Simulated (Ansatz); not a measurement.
# Two structures, one formula

Two isomers of Al$_{2}$BH$_{5}$, closed shell, relaxed at PBE0-D4/def2-TZVP (vibrations not checked).

A:

```csv
atom,x (Å),y (Å),z (Å)
B1,-0.5022,0.5306,-0.5772
Al2,1.4261,0.9834,-0.6205
Al3,-0.6528,-1.0365,0.8132
H4,-0.7634,0.1215,-1.6854
H5,-1.0507,1.5166,-0.1400
H6,3.0048,1.2285,-0.5385
H7,-0.5506,-2.5721,0.3795
H8,-0.9112,-0.7719,2.3688
```

B:

Al1  (-0.580, -0.022, -0.809)
B2  (1.042, 0.630, 0.261)
Al3  (0.814, -1.260, 0.918)
H4  (-1.473, 0.065, -2.115)
H5  (1.174, 0.514, -1.010)
H6  (1.469, 1.665, 0.661)
H7  (-0.182, -1.713, -0.499)
H8  (0.590, -2.401, 1.990)
(Å)

Program: Ansatz 0.2.0. Basis: def2-TZVPP. Cores are frozen in the correlated methods. B3LYP uses VWN-RPA correlation.

Q: Which structure is lower at CCSD(T), and by how much? (Judge from chemistry; the value comes from the calculation.)

A: Computed: B, by 0.542 eV (electronic energy, against the other). By their contacts, A is Al₂BH₅ ([AlH][BH2][AlH2]) and B is Al₂BH₅ ([H]1[BH]2[AlH]3[H][AlH]123).

All methods give the same order:

```tsv
method	E(B) − E(A) (eV)
PBE-D4	-0.518
r2SCAN-D4	-0.609
PBE0-D4	-0.549
B3LYP-D4	-0.403
wB97M-V	-0.476
HF	-0.376
MP2	-0.538
CCSD	-0.512
CCSD(T)	-0.542
```

The T1 diagnostic stays at or below 0.016.

Labels in which every atom is bracketed show which atoms are joined, not bond orders.
